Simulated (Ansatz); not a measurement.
# NH3+ (doublet): from Hartree-Fock to the top rungs at a displaced geometry (v2), 6-31G

How much of the correlation energy of NH3+ (doublet) does each wave-function method recover here?

Method: 6-31G, core rule «outside noble gas», up to 1 orbitals frozen; program: Ansatz 0.2.0, Gaussian basis.

To be run: UHF; CCSD(T) on ROHF; CCSD(T) on UHF; BCCD(T) on ROHF; CISD; CCSDT(Q) on ROHF; CCSDT(Q) on UHF; CISDTQ; CCSDTQ on ROHF; CCSDTQ on UHF; CASSCF and MRCISD+Q, 7 electrons in 7 orbitals; CASSCF and NEVPT2, 7 electrons in 7 orbitals; Full CI.

8 further runs of the same task are left out: 2 that didn't finish, 6 set aside as unsound or not needed.

### 1 The system

The geometry is a PBE0/def2-TZVP stationary point (not a proven minimum) with its atoms shifted at random (size 0.100 Å).

4 atoms, charge 1, spin multiplicity 2.

Atoms are counted from 1 here; the program's logs count them from 0.

Bond lengths: N1–H2 0.860 Å, N1–H3 1.052 Å, N1–H4 1.097 Å. Angles: H2–N1–H3 124.1°, H2–N1–H4 118.9°, H3–N1–H4 117.0°.

### 2 UHF

in.yaml reads:

```yaml
crystal:
  periodic: [false, false, false]
  atoms:
    - {symbol: N, position_ang: [0.015286, 0.005622, -0.002168]}
    - {symbol: H, position_ang: [0.874433, 0.027751, 0.009356]}
    - {symbol: H, position_ang: [-0.596891, 0.861518, -0.001517]}
    - {symbol: H, position_ang: [-0.489957, -0.967398, 0.022291]}
basis:
  gaussian: {orbitals: 6-31G}
total_charge: 1
magnetization: {spin_polarized: true, initial_magnetization: 1}
hamiltonian: {xc: hf}
output: {orbitals: {seedname: orbitals}}
```

Launch:

```bash
$ ansatz run in.yaml --threads 1 --pin off --events-out ev --progress --plain --max-ram 2176MiB
```

Further steps of the session: CCSD(T) on ROHF; CCSD(T) on UHF; BCCD(T) on ROHF; CISD; CCSDT(Q) on ROHF; CCSDT(Q) on UHF; CISDTQ; CCSDTQ on ROHF; CCSDTQ on UHF; CASSCF and MRCISD+Q, 7 electrons in 7 orbitals; CASSCF and NEVPT2, 7 electrons in 7 orbitals; Full CI.

Q: Predict the results of all the runs planned. Wanted: FCI below the RHF energy; RMP2 from FCI; UMP2 from FCI; RCCSD from FCI; RCCSD(T) from FCI; UCCSD(T) from FCI; RCCSDT(Q) from FCI; UCCSDT(Q) from FCI; NEVPT2 valence from FCI.

**Answer**, as computed:

| quantity | value |
| --- | --- |
| FCI below the RHF energy | -2.8670 eV |
| RMP2 from FCI | +48.0 kJ/mol |
| UMP2 from FCI | +45.7 kJ/mol |
| RCCSD from FCI | +2.9 kJ/mol |
| RCCSD(T) from FCI | +0.8 kJ/mol |
| UCCSD(T) from FCI | +0.7 kJ/mol |
| RCCSDT(Q) from FCI | 0.0 kJ/mol |
| UCCSDT(Q) from FCI | 0.0 kJ/mol |
| NEVPT2 valence from FCI | +16.9 kJ/mol |
| MRCISD+Q valence from FCI | +0.3 kJ/mol |
| levels within 1 kcal/mol (43 meV) | RCCSD, UCCSD, RCCSD(T), UCCSD(T), BCCD(T), RCCSDT, UCCSDT, CISDTQ, RCCSDT(Q), UCCSDT(Q), RCCSDTQ, UCCSDTQ, MRCISD valence, MRCISD+Q valence |
| T1 diagnostic | 0.015 |
| effectively unpaired electrons | 1.01 |

**Reading.** RCCSD(T) lands +0.8 kJ/mol from the yardstick (0.3 % of the correlation energy). One determinant dominates. Of the multireference levels listed MRCISD+Q valence comes nearest in total energy (+0.3 kJ/mol), which doesn't show that its space is the better one. These misses are within one basis, not against nature; the frozen cores of restricted and unrestricted runs differ, which can shift their rows.
